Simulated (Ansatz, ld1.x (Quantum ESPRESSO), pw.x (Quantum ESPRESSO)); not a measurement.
**Ir: does the TM potential hold in the solid?**

iridium (Ir), norm-conserving Troullier–Martins (Kleinman–Bylander form), made with ld1.x (Quantum ESPRESSO) 7.5 (PBEsol, scalar-relativistic). Core [Xe] 4f14, reference 5d7 6s2 6p0. Waves: 6p (bound, empty): rc 3.55 bohr; 5d (bound): rc 1.50 bohr; 5f channel at 0.2 Ry: rc 3.55 bohr; 6s (bound): rc 2.25 bohr. Local part: the s channel. Core correction: a·sin(br)/r model core inside 1.05 bohr.

Atomic tests: cutoffs needed: 40 Ry and 70 Ry (the cutoffs (Ry, on a coarse ladder) from which the occupation-weighted sum of valence levels, in a spherical-Bessel basis at the reference potential, stays within 10 and 1 mRy of its value at 400 Ry); ghost test: no extra level below or beside the all-electron valence levels (p, d, f, s tested) (spherical-Bessel basis up to 400 Ry, 20 bohr box); largest excitation error: -162 meV (all-electron minus pseudo) for 5d6 6s0 6p0, out of 7 test configurations.

Crystal test: sc Ir in pw.x 7.5, no spin, 13³ k-points, Fermi–Dirac smearing 0.01 Ry, cutoffs 85/340 Ry. The lattice is a test structure that the element need not adopt, and mesh and smearing are coarse.

pw.x input:

```
&control
  calculation='scf', prefix='x', pseudo_dir='./', outdir='./tmp', tstress=.true., disk_io='none'
/
&system
  ibrav=0, nat=1, ntyp=1, ecutwfc=85, ecutrho=340, nbnd=12,
  occupations='smearing', smearing='fd', degauss=0.01
/
&electrons
  conv_thr=1e-09, mixing_beta=0.4, electron_maxstep=70
/
ATOMIC_SPECIES
Ir 1.0 Ir.UPF
CELL_PARAMETERS angstrom
  2.53487133 0.00000000 0.00000000
  0.00000000 2.53487133 0.00000000
  0.00000000 0.00000000 2.53487133
ATOMIC_POSITIONS crystal
Ir 0.0000 0.0000 0.0000
K_POINTS automatic
13 13 13 0 0 0
```

```bash
pw.x < Ir.scf.in > Ir.scf.out
```

Question: How does the run end?

Answer: It converges; the pressure is 5.06 GPa against 2.75 GPa from all-electron LAPW. The largest radius (3.55 bohr) exceeds half the bond length (2.40 bohr), so the spheres overlap, which is one possible source of error among others. The log shows:

```
     using ibrav=0 with symmetry is DISCOURAGED, use correct ibrav instead
     lattice parameter (alat)  =       4.7902  a.u.
     unit-cell volume          =     109.9169 (a.u.)^3
     number of electrons       =         9.00
     number of Kohn-Sham states=           12
     kinetic-energy cutoff     =      85.0000  Ry
     charge density cutoff     =     340.0000  Ry
     scf convergence threshold =      1.0E-09
     Exchange-correlation= PBESOL
     number of k points=    84  Fermi-Dirac smearing, width (Ry)=  0.0100
     iteration #  1     ecut=    85.00 Ry     beta= 0.40
     total energy              =     -65.85601048 Ry
     estimated scf accuracy    <       0.00341420 Ry
     iteration #  2     ecut=    85.00 Ry     beta= 0.40
     total energy              =     -65.85625281 Ry
     estimated scf accuracy    <       0.00051547 Ry
     iteration #  3     ecut=    85.00 Ry     beta= 0.40
     total energy              =     -65.85627359 Ry
     estimated scf accuracy    <       0.00008384 Ry
     iteration #  4     ecut=    85.00 Ry     beta= 0.40
     total energy              =     -65.85627534 Ry
     estimated scf accuracy    <       0.00000024 Ry
     iteration #  5     ecut=    85.00 Ry     beta= 0.40
     total energy              =     -65.85627538 Ry
     estimated scf accuracy    <       0.00000005 Ry
     iteration #  6     ecut=    85.00 Ry     beta= 0.40
     the Fermi energy is    15.8261 ev
!    total energy              =     -65.85627538 Ry
     estimated scf accuracy    <          7.2E-10 Ry
     smearing contrib. (-TS)   =      -0.00669754 Ry
     The total energy is F=E-TS. E is the sum of the following terms:
     one-electron contribution =      14.38956147 Ry
     hartree contribution      =       3.19213973 Ry
     xc contribution           =     -35.45405627 Ry
     ewald contribution        =     -47.97722277 Ry
     convergence has been achieved in   6 iterations
          total   stress  (Ry/bohr**3)                   (kbar)     P=       50.61
     Message from routine punch:
     Nothing written, as per user request (disk_io='none')
```
